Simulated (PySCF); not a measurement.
Process, species as SMILES: C#N (CH-N) → [C-]#[NH+] (C-NH)
B3LYP-D3(BJ)/def2-TZVP geometries, fixed; electronic energies without zero-point terms.

Basis-set convergence of the isomerisation energy at PBE with PySCF. All functions are spherical. Density fitting with generated auxiliary sets. No added dispersion term, no relativity. Functions are those of the species that has most. Reference: the value in aug-pcseg-3, 14.80 kcal/mol, itself unsure by roughly 0.03 kcal/mol (its mean distance from aug-cc-pVQZ, cc-pV5Z, def2-QZVPPD). Deviations are taken from unrounded values.

| basis | functions | isomerisation energy (kcal/mol) | minus reference (kcal/mol) |
|---|---|---|---|
| cc-pVDZ | 33 | 16.13 | 1.33 |
| aug-cc-pVDZ | 55 | 14.74 | -0.06 |
| cc-pVTZ | 74 | 15.19 | 0.39 |
| def2-TZVPD | 83 | 15.04 | 0.24 |
| aug-pcseg-2 | 115 | 14.89 | 0.09 |
| cc-pVQZ | 140 | 15.06 | 0.25 |
| def2-QZVPPD | 159 | 14.81 | 0.01 |
| aug-cc-pVQZ | 206 | 14.82 | 0.02 |
| aug-pcseg-3 | 219 | 14.80 | 0.00 |

The smallest set listed that lies within 0.5 kcal/mol of the reference with all its larger relatives (same family, alike in diffuse functions; a set with none counts only in the reference's own line) is aug-cc-pVDZ (55 functions, -0.06 kcal/mol off). (Relatives not listed, tested too: def2-TZVPPD 0.03, jun-cc-pV(T+d)Z 0.02, aug-cc-pVTZ 0.05, cc-pV5Z 0.07 kcal/mol.)
